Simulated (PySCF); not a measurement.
**Working out the ionisation energy of Ne**

Ne [Ne] (1S) → Ne⁺ [He] 2s2 2p5 (2P). Computed with PySCF 2.14 in x2c-TZVPPall, with scalar relativity by spin-free X2C-1e. Frozen: nothing. Energies in hartree (1 hartree = 27.21139 eV):

| part | Ne (lower) | Ne⁺ (upper) |
| --- | --- | --- |
| UHF | -128.678917 | -127.956669 |
| CCSD correlation | -0.284244 | -0.225075 |
| (T) | -0.004052 | -0.002301 |

Task: What does Hartree-Fock give?

Result: (-127.956669) − (-128.678917) = 0.722248 hartree = 19.653 eV.

Task: What do CCSD and CCSD(T) give?

Result: The CCSD correlation energies differ by 0.059169 hartree = 1.610 eV and the triples by 0.001751 hartree = 0.048 eV, so CCSD gives 21.263 eV and CCSD(T) 21.311 eV.

Measured between the centres of the two terms (NIST): 21.597 eV, so CCSD(T) (valence and next inner shell) is off by -0.286 eV.

What remains against the reference includes basis incompleteness and higher excitations.
